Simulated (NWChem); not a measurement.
# hydrogen sulfide (H₂S); SMILES S

```xyz
3

S      0.0000     0.0000     0.1040
H      0.9715     0.0000    -0.8320
H     -0.9715     0.0000    -0.8320
```
Atoms are numbered in this order, from 1.

All runs: NWChem. Medium grid unless said otherwise, to which SCAN and Minnesota functionals are sensitive. Geometry: optimised at PBE0/def2-SVP.

Question: Among these, which level gives the lowest value of “dipole (D)”?
A) TPSS/def2-TZVPD
B) LDA (Slater exchange, VWN5)/def2-TZVPD
C) Hartree-Fock/def2-TZVPD
D) BLYP/def2-TZVPD

Answer: D, BLYP/def2-TZVPD. Values: BLYP/def2-TZVPD 0.93; TPSS/def2-TZVPD 0.99; LDA (Slater exchange, VWN5)/def2-TZVPD 1.03; Hartree-Fock/def2-TZVPD 1.07
